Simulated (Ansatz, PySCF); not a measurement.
Molecule: triplet methylene, CH2, charge 0, multiplicity 3. SMILES: [CH2]
Geometry from a B3LYP-D3(BJ)/def2-TZVP (Ansatz, a quantum-chemistry and plane-wave program) optimisation:
```xyz
3

C      0.0094     0.0032     0.1026
H     -0.0192     0.9863    -0.3393
H     -0.0373    -1.0052    -0.2764
```
Charge 0, spin multiplicity 3.

Unscaled harmonic wavenumbers (cm⁻¹) in rising order, each level at the stationary point that it reaches from this structure (no distance between atoms moves by over 0.3 Å); the order of modes can differ between levels, and a negative number is imaginary. B3LYP-D3(BJ)/def2-TZVP (PySCF, at the structure above): 1058, 3127, 3364.

HF/3-21G (Ansatz): 1196, 3276, 3483. Zero-point energy 11.4 against 10.8 kcal/mol; where all levels lie over 400 cm⁻¹, the wavenumbers are on average 1.071 times those of B3LYP-D3(BJ)/def2-TZVP.

HF/6-31G* (Ansatz): 1238, 3325, 3525. Zero-point energy 11.6 against 10.8 kcal/mol; where all levels lie over 400 cm⁻¹, the wavenumbers are on average 1.094 times those of B3LYP-D3(BJ)/def2-TZVP.

B3LYP/6-31G* (Ansatz): 1107, 3155, 3382. Zero-point energy 10.9 against 10.8 kcal/mol; where all levels lie over 400 cm⁻¹, the wavenumbers are on average 1.020 times those of B3LYP-D3(BJ)/def2-TZVP.
